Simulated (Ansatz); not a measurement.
ClH₃Si, SMILES [SiH3]Cl, a test of scalar relativity

Computed with Ansatz 0.2.0 through its Python package.

Notebook, run cell by cell (the value of a cell's last expression is shown):

**Cell 1**
```python
import ansatz as az
import numpy as np
```

**Cell 2**
```python
GEOMETRY = """
Si   -0.08670   -0.01620   -0.01270
Cl    1.81050   -0.50800    0.29600
H    -0.97700   -0.48080    1.09710
H    -0.49950   -0.57200   -1.30840
H    -0.19750    1.50340   -0.11350
"""
```

**Cell 3**
```python
mol = az.Crystal.molecule()
for line in GEOMETRY.strip().splitlines():
    symbol, *xyz = line.split()
    mol = mol.atom(symbol, [float(v) for v in xyz])
```

**Cell 4**
```python
calculation = (
    mol.calculation()
    .functional("PBE0", dispersion="d3bj")
    .forces()
)
# a set contracted for a scalar-relativistic Hamiltonian goes with the relativistic run
sets = {"none": "cc-pVTZ", "scalar": "cc-pVTZ-DK"}
found = {kind: calculation.basis(gaussian=basis).pseudopotentials(relativity=kind).run().report for kind, basis in sets.items()}
for kind, each in found.items():
    dipole = 4.803205 * np.linalg.norm(each["charge_distribution"]["dipole_moment_e_ang"])
    print(f"{kind:7s} E = {each['free_energy_ev']:.4f} eV  dipole {dipole:.3f} D  largest force component {np.abs(each['forces_ev_ang']).max():.4f} eV/A")
print(f"relativity lowers the total energy by {found['none']['free_energy_ev'] - found['scalar']['free_energy_ev']:.3f} eV")
```
Output:
```text
none    E = -20443.5458 eV  dipole 0.846 D  largest force component 1.6600 eV/A
scalar  E = -20498.6750 eV  dipole 0.840 D  largest force component 1.6588 eV/A
relativity lowers the total energy by 55.129 eV
```

The total moves by -55.1 eV, nearly all in the cores, and the dipole from 0.85 to 0.84 D.

Caveats:
- Total energies depend on the basis set; only differences at equal settings carry meaning.
- The geometry is a force-field or estimated start, not a minimum of this method. The basis set changes with the Hamiltonian (a set recontracted for scalar relativity), and most of the change in the total lies in the cores.
- Hardware and time: 4.9 s on 1 thread of Arm Neoverse V1 (shared host), peak memory 0.24 GiB.
